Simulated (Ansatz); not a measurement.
## How the equilibrium volume per atom of Rh (model structure, started from the omega type, P6/mmm, No. 191, 3 atoms in the cell) moves with the method

No measured value is used here.

```
level (code)         value (Å³/atom)
-------------------  ---------------
PBE (Ansatz)                     [?]
PBEsol (Ansatz)                13.89
PBE-D3(BJ) (Ansatz)            14.04
```

Q: Fill in the missing entries.

A: 
- PBE (Ansatz, an electronic-structure program), value (Å³/atom): 14.46

Ansatz's density-functional and Hartree–Fock values are scalar-relativistic unless marked +SOC, with PAW data made under PBE.

A model structure was made by putting elements into a prototype or built by hand; it is no filed structure, need not be a known phase, and can be a saddle point held by its symmetry.
